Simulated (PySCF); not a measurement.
C₅H₁₀N (doublet state).
Numbering: `[H]/[N:6]=[CH:5]\[CH:4][CH2:3][CH2:2][CH3:1]` (hydrogens: H7, H8, H9 on C1; H10, H11 on C2; H12, H13 on C3; H14 on C4; H15 on C5; H16 on N6)

Structure used (GFN2-xTB), in Å, numbered top down from 1:
```xyz
16
C5H10N angstrom
C     -2.4735    0.3169    0.0108
C     -1.0540    0.0864    0.5096
C     -0.1061   -0.2905   -0.6463
C      1.2667   -0.5239   -0.1536
C      2.3454    0.3169   -0.4148
N      3.5550    0.2060    0.0340
H     -2.8714   -0.5850   -0.4490
H     -3.1231    0.5973    0.8367
H     -2.4954    1.1147   -0.7281
H     -1.0492   -0.7135    1.2528
H     -0.6805    0.9928    0.9903
H     -0.1121    0.5070   -1.3919
H     -0.4925   -1.2049   -1.1093
H      1.4211   -1.3757    0.4977
H      2.1751    1.1747   -1.0607
H      3.6869   -0.6103    0.6324
```

The hyperfine couplings belong to this conformer and change with its torsions.

Level of theory: UKS B3LYP, pcH-1 on C H N, non-relativistic, mean-field spin-orbit, GIAO in PySCF. One conformer (not necessarily the lowest) at the GFN2-xTB geometry, without solvent, vibrations or thermal averaging. Couplings are sensitive to structure, and on GFN2-xTB geometries they can be far from those on DFT ones. Stability of the SCF solution: not tested. ⟨S²⟩ is 0.773 where a pure state has 0.75.

Match the computed a_iso(13C) values +61.4, +52.4, -44.9, -23.0, +2.4 MHz with the sites C1; C2; C3; C4; C5.

```
site  a_iso (MHz)  ρ(0) (bohr⁻³)                 position  distance from C4 (Å)  spin population  largest |T| (MHz)
  C1         +2.4        +0.0021          3 bonds from C4                  3.84            +0.01                2.1
  C2        +52.4        +0.0466          2 bonds from C4                  2.49            +0.03                8.6
  C3        -23.0        -0.0205           1 bond from C4                  1.48            -0.06                2.1
  C4        +61.4        +0.0546  largest spin population                  0.00            +0.74              114.1
  C5        -44.9        -0.0399           1 bond from N6                  1.39            -0.22               26.4
```

The isotropic 1H couplings, averaged over equivalent nuclei, are -43.8, +34.5, -32.3, +7.6, -2.9, +0.6 MHz. Assign them to H7/H8/H9; H10/H11; H12/H13; H14; H15; H16.

```tsv
site	a_iso (MHz)	ρ(0) (bohr⁻³)	position	distance from C4 (Å)	bound to	spin population there	largest |T| (MHz)
H7/H8/H9	+0.6	+0.0001	4 bonds from C4	4.31	C1	+0.01	1.7
H10/H11	-2.9	-0.0007	3 bonds from C4	2.72	C2	+0.03	5.5
H12/H13	+34.5	+0.0077	2 bonds from C4	2.12	C3	-0.06	6.6
H14	-43.8	-0.0098	1 bond from C4	1.08	C4	+0.74	26.6
H15	+7.6	+0.0017	2 bonds from N6, on C5 of spin population -0.22	2.13	C5	-0.22	5.9
H16	-32.3	-0.0072	1 bond from N6	2.55	N6	+0.51	29.9
```

ρ(0) is the spin density at the nucleus and T the dipolar tensor; entries for several nuclei are means. Largest spin populations (Mulliken): C4 (+0.74), N6 (+0.51) and C5 (-0.22). The positive populations add up to 1.33 and the negative ones to -0.33, together 2S = 1. The angles at C4 add up to 359.9°, so it is planar; its axial dipolar tensor and the negative coupling of its proton fit spin in a p orbital normal to that plane. Main spin sites, with 60 % or more of the largest population: C4, N6; positions count bonds from the nearest.

β density exceeds α density at some nuclei, such as C5 (-0.0399), C3 (-0.0205) and H14 (-0.0098), spin density in bohr⁻³. In a single determinant that takes different orbitals for the two spins, that is spin polarisation.

Class means assume fast exchange of nuclei equivalent by connectivity; if that motion is slow, each nucleus keeps its own coupling. The 1H value of +34.5 MHz is a mean of couplings from 3.4 to 65.6 MHz in this one geometry, not an average over conformers.

Time: 43 s of wall time (grids of density and orbitals included); peak memory 0.97 GiB. Hardware: one thread, Arm Neoverse V1 (aarch64), on a shared host.
